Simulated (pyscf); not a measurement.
Single points on ωB97X-D3(BJ)/def2-SVP structures (PySCF, gas phase).

**Question.** O=Cr(=O)(OH)–Cl + hydrogen chloride (HCl) -> O=Cr(=O)(Cl)–Cl + water (H₂O)
Surface: singlet. Broken: Cr–O, Cl–H. Formed: Cl–Cr, H–O. Give ΔE‡ and ΔE from ωB97M-D3(BJ)/def2-TZVP, relative to the separated reactants.

**Answer.** ΔE‡ = 16.3 kcal/mol, ΔE = -4.2 kcal/mol. Zero-point energy shifts the barrier by +0.1 kcal/mol. It is a four-centre exchange, with an imaginary mode of 886i cm⁻¹. One saddle was located; it need not be the lowest between these sides.
